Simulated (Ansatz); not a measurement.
# SiHClF (SMILES F[SiH]Cl): methods side by side

The species is SiHClF (4 atoms), meant as a doublet with charge 0. As SMILES, `F[SiH]Cl`. Geometry: relaxed at GFN2-xTB.

```xyz
4

F    -0.9929   -0.3423    1.0625
Si   -0.2049   -0.2232   -0.3474
Cl    1.7326   -0.5466    0.0755
H    -0.5348    1.1122   -0.7905
```

Each level gives the electronic atomisation energy (eV). The values are calculated. Electronic energies at fixed atoms, without zero-point motion or spin-orbit coupling.

```csv
level,kind,program,value (eV),less FCI/STO-3G,CPU time (all runs)
UHF/STO-3G,Hartree–Fock,Ansatz,9.79,-1.44,0.3 s
UPBE/STO-3G,GGA,Ansatz,14.67,+3.44,3.6 s
U-r2SCAN/STO-3G,meta-GGA,Ansatz,14.24,+3.01,11 s
U-r2SCAN0/STO-3G,hybrid meta-GGA,Ansatz,13.58,+2.35,9.8 s
UPBE0/STO-3G,global hybrid,Ansatz,13.83,+2.60,3.3 s
U-wB97X/STO-3G,range-separated hybrid,Ansatz,13.61,+2.38,16 s
UCAM-B3LYP/STO-3G,range-separated hybrid,Ansatz,13.90,+2.67,3.8 s
UB2PLYP/STO-3G,double hybrid,Ansatz,12.77,+1.54,3.6 s
UCCSDT/STO-3G,coupled cluster or CI,Ansatz,11.23,0.00,1.4 s
FCI/STO-3G,exact in the basis,Ansatz,11.23,0.00,2.5 s
```

FCI/STO-3G is exact within its basis and frozen core, so for wave-function methods in that basis the difference is their error; functionals converge differently with the basis, so for them it is only a difference. The values span 9.79 to 14.67 eV. All rows use very small basis sets, so none should be taken for the real molecule's value. In so small a basis fixed costs decide the times, and correlated methods can beat functionals. CPU times are rough (shared hosts, several kinds of processor and program).
